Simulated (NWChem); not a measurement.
Program: NWChem. System: hydrogen isocyanide (CHN), charge 0, spin multiplicity 1, at a geometry optimised with PBE0/def2-SVP. Level: PBE/def2-TZVP.

Job file:

```
start mol
memory heap 200 mb stack 900 mb global 1100 mb
geometry units angstroms nocenter noautoz
  C      0.000000     0.000000     0.741093
  N      0.000000     0.000000    -0.430373
  H      0.000000     0.000000    -1.433944
  symmetry group C2v
end
basis spherical
  * library def2-tzvp
end
dft
  xc xpbe96 cpbe96
  semidirect memsize 60000000 filesize 0
  iterations 100
end
task dft energy
```

NWChem printed:

```
             Northwest Computational Chemistry Package (NWChem) 7.3.0
             --------------------------------------------------------

                                NWChem Input Module
                                -------------------

 Scaling coordinates for geometry "geometry" by  1.889725989
 (inverse scale =  0.529177249)

 Turning off AUTOSYM since
 SYMMETRY directive was detected!

                             Geometry "geometry" -> ""
                             -------------------------

 Output coordinates in angstroms (scale by  1.889725989 to convert to a.u.)

  No.       Tag          Charge          X              Y              Z
 ---- ---------------- ---------- -------------- -------------- --------------
    1 C                    6.0000     0.00000000     0.00000000     0.74109300
    2 N                    7.0000     0.00000000     0.00000000    -0.43037300
    3 H                    1.0000     0.00000000     0.00000000    -1.43394400

 Effective nuclear repulsion energy (a.u.)      24.1231686442

            Nuclear Dipole moment (a.u.)
            ----------------------------
        X                 Y               Z
 ---------------- ---------------- ----------------
     0.0000000000     0.0000000000     0.0000056692

      Symmetry information
      --------------------

 Group name             C2v
 Group number             16
 Group order               4
 No. of unique centers     3

      Symmetry unique atoms

     1    2    3


 Summary of "ao basis" -> "" (spherical)
 ------------------------------------------------------------------------------
       Tag                 Description            Shells   Functions and Types
 ---------------- ------------------------------  ------  ---------------------
 *                         def2-tzvp                  on all atoms

  pbe96 is a nonlocal functional; adding pw91lda local functional.

                                 NWChem DFT Module
                                 -----------------

 Summary of "ao basis" -> "ao basis" (spherical)
 ------------------------------------------------------------------------------
[...]
     6      0.253327  1 C  px                43      0.204878  2 N  px
     9      0.183907  1 C  px                12      0.062470  1 C  px

 Vector    7  Occ=2.000000D+00  E=-2.775942D-01  Symmetry=a1
              MO Center= -5.0D-16,  4.4D-16,  1.1D+00, r^2= 1.0D+00
   Bfn.  Coefficient  Atom+Function         Bfn.  Coefficient  Atom+Function
  ----- ------------  ---------------      ----- ------------  ---------------
     4      0.393124  1 C  s                  5      0.360287  1 C  s
     8      0.319263  1 C  pz                 3      0.249019  1 C  s
    11      0.225861  1 C  pz                36     -0.164490  2 N  s
     2     -0.155974  1 C  s                 39     -0.133981  2 N  pz
    34     -0.116626  2 N  s                 35     -0.086891  2 N  s

 Vector    8  Occ=0.000000D+00  E=-2.943505D-02  Symmetry=b2
              MO Center= -3.2D-31,  2.0D-15,  4.3D-01, r^2= 1.8D+00
   Bfn.  Coefficient  Atom+Function         Bfn.  Coefficient  Atom+Function
  ----- ------------  ---------------      ----- ------------  ---------------
    13      0.548549  1 C  py                44     -0.504150  2 N  py
    10      0.393101  1 C  py                 7      0.383183  1 C  py
    38     -0.282703  2 N  py                41     -0.250534  2 N  py
    52      0.037061  2 N  d -1              67     -0.030960  3 H  py

 Vector    9  Occ=0.000000D+00  E=-2.943505D-02  Symmetry=b1
              MO Center=  5.4D-16, -1.2D-31,  4.3D-01, r^2= 1.8D+00
   Bfn.  Coefficient  Atom+Function         Bfn.  Coefficient  Atom+Function
  ----- ------------  ---------------      ----- ------------  ---------------
    12      0.548549  1 C  px                43     -0.504150  2 N  px
     9      0.393101  1 C  px                 6      0.383183  1 C  px
    37     -0.282703  2 N  px                40     -0.250534  2 N  px
    54     -0.037061  2 N  d  1              66     -0.030960  3 H  px

 Vector   10  Occ=0.000000D+00  E= 2.287273D-03  Symmetry=a1
              MO Center=  9.6D-17, -9.0D-16, -1.9D+00, r^2= 2.3D+00
   Bfn.  Coefficient  Atom+Function         Bfn.  Coefficient  Atom+Function
  ----- ------------  ---------------      ----- ------------  ---------------
    65      2.050989  3 H  s                 36     -1.102031  2 N  s
    45      0.870207  2 N  pz                 4     -0.329265  1 C  s
     5     -0.304555  1 C  s                 64      0.220625  3 H  s
    34     -0.209119  2 N  s                 39      0.181445  2 N  pz
    42      0.172824  2 N  pz                 8     -0.113846  1 C  pz

 center of mass
 --------------
 x =   0.00000000 y =   0.00000000 z =   0.09944402

 moments of inertia (a.u.)
 ------------------
          39.930831033407           0.000000000000           0.000000000000
           0.000000000000          39.930831033407           0.000000000000
           0.000000000000           0.000000000000           0.000000000000

     Multipole analysis of the density
     ---------------------------------

     L   x y z        total         alpha         beta         nuclear
     -   - - -        -----         -----         ----         -------
     0   0 0 0     -0.000000     -7.000000     -7.000000     14.000000

     1   1 0 0     -0.000000     -0.000000     -0.000000      0.000000
     1   0 1 0     -0.000000     -0.000000     -0.000000      0.000000
     1   0 0 1     -1.235233     -0.617619     -0.617619      0.000006

     2   2 0 0     -8.973121     -4.486560     -4.486560      0.000000
     2   1 1 0     -0.000000     -0.000000     -0.000000      0.000000
     2   1 0 1     -0.000000     -0.000000     -0.000000      0.000000
     2   0 2 0     -8.973121     -4.486560     -4.486560      0.000000
     2   0 1 1      0.000000      0.000000      0.000000      0.000000
     2   0 0 2     -7.734267    -15.737449    -15.737449     23.740631

 Task  times  cpu:        1.4s     wall:        1.4s

 Total times  cpu:        1.4s     wall:        1.4s
```
